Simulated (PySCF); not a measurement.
# One shape, several levels: C2H3F3 (1,1,1-trifluoroethane)

Wanted: a comparison of 6 runs (BLYP/cc-pVDZ, M06-L/cc-pVDZ, PBE/cc-pVDZ, TPSS/cc-pVDZ, revPBE/cc-pVDZ, CCSD(T)/cc-pVDZ) of C2H3F3 (1,1,1-trifluoroethane). The job is set up through a Python script.

Program for the calculation: PySCF 2.14.0.

5 further runs of the same task are left out: 1 that didn't finish, 4 set aside as unsound or not needed.

## (1) Starting point

C2H3F3: 8 atoms, total charge 0, spin state singlet. SMILES: `CC(F)(F)F`. The C1–C2 distance was set to 2.245 Å, away from the relaxed value. At this shape a bond of the SMILES string is far longer than usual.

Bond lengths: C2–F3 1.341 Å, C2–F4 1.341 Å, C2–F5 1.341 Å, C1–H6 1.089 Å, C1–H7 1.089 Å, C1–H8 1.089 Å. Angles: F3–C2–F4 107.1°, F3–C2–F5 107.1°, F4–C2–F5 107.1°, H6–C1–H7 109.7°, H6–C1–H8 109.6°, H7–C1–H8 109.6°. A long bond or contact: C1–C2 2.245 Å.

## (2) The energy at BLYP/cc-pVDZ (run 1)

Contents of run.py:

```python
from pyscf import gto, dft

mol = gto.M(
    atom='''
C   -1.201938  -0.267208   0.919129
C    0.557600   0.109900  -0.423700
F    1.692800  -0.382000   0.093900
F    0.395200  -0.458200  -1.627700
F    0.754200   1.420300  -0.629900
H   -1.028138   0.210092   1.882529
H   -1.324538  -1.340308   1.058829
H   -2.099138   0.147392   0.461629
''',
    charge=0,
    basis='cc-pvdz',
    max_memory=1860,
    spin=0,
    verbose=3,
)

calc0 = dft.RKS(mol)
calc0.xc = 'blyp'
calc0.grids.level = 5
calc0.conv_tol = 1e-10
calc0.kernel()
if not calc0.converged:
    calc0 = calc0.newton().run(calc0.mo_coeff, calc0.mo_occ)

energy = calc0.e_tot
print('Final energy', energy)
```

On the command line:

```sh
$ OMP_NUM_THREADS=1 python run.py
```

Output:

```text
converged SCF energy = -377.421114837149
Final energy -377.4211148371486
```

Run time: 14 s. Hardware: 1 thread of Intel Xeon 6975P-C (Granite Rapids), shared host; peak memory 0.42 GiB.

## (3) The energy at M06-L/cc-pVDZ (run 2)

Contents of input.xyz:

```xyz
8

C     -1.201938    -0.267208     0.919129
C      0.557600     0.109900    -0.423700
F      1.692800    -0.382000     0.093900
F      0.395200    -0.458200    -1.627700
F      0.754200     1.420300    -0.629900
H     -1.028138     0.210092     1.882529
H     -1.324538    -1.340308     1.058829
H     -2.099138     0.147392     0.461629
```

Contents of run.py:

```python
from pyscf import gto, dft

mol = gto.M(
    atom='input.xyz',
    max_memory=1860,
    charge=0,
    verbose=4,
    spin=0,
    basis='cc-pvdz',
)

mf = dft.RKS(mol, xc='m06-l')
mf.grids.level = 5
mf.conv_tol = 1e-10
mf.kernel()
if not mf.converged:
    mf = mf.newton().run(mf.mo_coeff, mf.mo_occ)

energy = mf.e_tot
print('Final energy', energy)
```

On the command line:

```sh
$ OMP_NUM_THREADS=1 python run.py
```

Output:

```text
PySCF version 2.14.0

[... 78 lines left out ...]
converged SCF energy = -377.435724846479
Final energy -377.43572484647916
```

It took 26 s on 1 thread of Intel Xeon 6975P-C (Granite Rapids), shared host; peak memory 0.44 GiB.

Run 3 isn't shown in full; the table further down has it.

## (4) A single-point energy at TPSS/cc-pVDZ (run 4)

Contents of job.py:

```python
from pyscf import gto, dft

mol = gto.Mole()
mol.atom = '''
C   -1.201938  -0.267208   0.919129
C    0.557600   0.109900  -0.423700
F    1.692800  -0.382000   0.093900
F    0.395200  -0.458200  -1.627700
F    0.754200   1.420300  -0.629900
H   -1.028138   0.210092   1.882529
H   -1.324538  -1.340308   1.058829
H   -2.099138   0.147392   0.461629
'''
mol.verbose = 3
mol.max_memory = 1860
mol.basis = 'cc-pvdz'
mol.spin = 0
mol.charge = 0
mol.build()

mf = dft.RKS(mol, xc='tpss')
mf.conv_tol = 1e-10
mf.grids.level = 5
mf.kernel()
if not mf.converged:
    mf = mf.newton().run(mf.mo_coeff, mf.mo_occ)

e_tot = mf.e_tot
print('Final energy', e_tot)
```

On the command line:

```sh
$ OMP_NUM_THREADS=1 python job.py
```

Output:

```text
converged SCF energy = -377.524631835856
Final energy -377.524631835856
```

It took 29 s on 1 thread of Intel Xeon 6975P-C (Granite Rapids), shared host; peak memory 0.43 GiB.

Run 5 isn't shown in full; the table further down has it.

## (5) The energy at CCSD(T)/cc-pVDZ (run 6)

Contents of input.py:

```python
from pyscf import gto, scf, cc

mol = gto.M(
    atom='''
C     -2.271334    -0.504950     1.736902
C      1.053711     0.207681    -0.800677
F      3.198928    -0.721875     0.177445
F      0.746820    -0.865873    -3.075907
F      1.425231     2.683978    -1.190338
H     -1.942899     0.397016     3.557464
H     -2.503014    -2.532815     2.000897
H     -3.966796     0.278531     0.872352
''',
    basis='cc-pvdz',
    verbose=4,
    max_memory=1860,
    unit='bohr',
)

mf = scf.RHF(mol)
mf.conv_tol = 1e-10
mf.kernel()
if not mf.converged:
    mf = mf.newton().run(mf.mo_coeff, mf.mo_occ)

mycc = cc.CCSD(mf, frozen=5)
mycc.kernel()
e_t = mycc.ccsd_t()
etot = mycc.e_tot + e_t
print(f'total energy: {etot:.8f} hartree')
```

On the command line:

```sh
$ OMP_NUM_THREADS=1 python input.py
```

Output:

```text
PySCF version 2.14.0

[... 62 lines left out ...]
converged SCF energy = -375.715835239692
[... 12 lines left out ...]
Init t2, MP2 energy = -376.56246543082  E_corr(MP2) -0.846630191128461
[... 12 lines left out ...]
CCSD converged
[... 2 lines left out ...]
total energy: -376.61629787 hartree
```

It took 24 s on 1 thread of Intel Xeon 6975P-C (Granite Rapids), shared host; peak memory 0.46 GiB.

## (6) Overview of the runs

```
run            level  integration grid  frozen core orbitals  energy (Eh)  dipole moment (D) of the reference  HOMO energy (eV)  LUMO energy (eV)  wall time
  1     BLYP/cc-pVDZ                 5                     –  -377.421115                                1.55             -6.90             -2.05       14 s
  2    M06-L/cc-pVDZ                 5                     –  -377.435725                                1.85             -7.44             -2.18       26 s
  3      PBE/cc-pVDZ                 5                     –  -377.101882                                1.50             -7.07             -2.15       15 s
  4     TPSS/cc-pVDZ                 5                     –  -377.524632                                1.69             -7.17             -2.07       29 s
  5   revPBE/cc-pVDZ                 5                     –  -377.364987                                1.48             -7.01             -2.08       14 s
  6  CCSD(T)/cc-pVDZ                 –                     5  -376.616298                                3.07            -11.50              2.78       24 s
```

## (7) Outcome

```
                                          quantity          value
                               run 6: total energy  -376.61630 Eh
       run 6: dipole moment (Hartree–Fock density)         3.07 D
        run 6: HOMO energy (Hartree–Fock orbitals)      -11.50 eV
        run 6: LUMO energy (Hartree–Fock orbitals)        2.78 eV
      run 6: HOMO–LUMO gap (Hartree–Fock orbitals)       14.28 eV
run 6: correlation energy (5 core orbitals frozen)     -900.5 mEh
                             run 6: (T) correction     -23.24 mEh
                              run 6: T1 diagnostic          0.015
```

What this shows: Over runs 1, 2, 3, 4, 5 the dipole moment (its size) runs from 1.48 D (revPBE/cc-pVDZ) to 1.85 D (M06-L/cc-pVDZ). Over runs 1, 2, 3, 4, 5 the HOMO–LUMO gap runs from 4.85 eV (BLYP/cc-pVDZ) to 5.26 eV (M06-L/cc-pVDZ). Totals of different functionals can't be ranked against each other. All runs together took 2 min, the longest 29 s.
